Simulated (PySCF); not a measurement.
silicon monosulfide, SSi, SMILES [Si-]#[S+], point group C∞v.

Force field and properties: PBE0/pcSseg-2 (PySCF, grid level 2). Vibrational terms come from second-order perturbation theory with semi-diagonal cubic constants, by steps of ±0.6 along the normal coordinates of each isotopologue. The parent has the commonest isotopes.

Equilibrium geometry (Å):

| atom | x | y | z |
| --- | --- | --- | --- |
| Si1 | 0.9691 | -0.0140 | -0.0084 |
| S2 | -0.9581 | 0.0191 | -0.0482 |

An isotope shift is δ(isotopologue) − δ(parent), that is, the negative of the change in the averaged GIAO shielding; n counts bonds from the nearest label (0: the labelled atom itself). These are computed values; those of heavy atoms are rounded to 5 ppb, about the numerical noise.

(1) What isotope shifts arise with ³⁴S at 2?

(2) What isotope shifts arise with ³⁰Si at 1?

(3) What isotope shifts arise with ³⁰Si at 1, ³⁴S at 2?

Answers

(1) 
```
nucleus  n  0 K (ppb)  298.15 K (ppb)
     S2  0        -85             -75
    Si1  1        -40             -30
```

(2) 
| nucleus | n | 0 K (ppb) | 298.15 K (ppb) |
| --- | --- | --- | --- |
| Si1 | 0 | -50 | -40 |
| S2 | 1 | -110 | -95 |

(3) 
```tsv
nucleus	n	0 K (ppb)	298.15 K (ppb)
Si1	0	-85	-75
S2	0	-200	-170
```
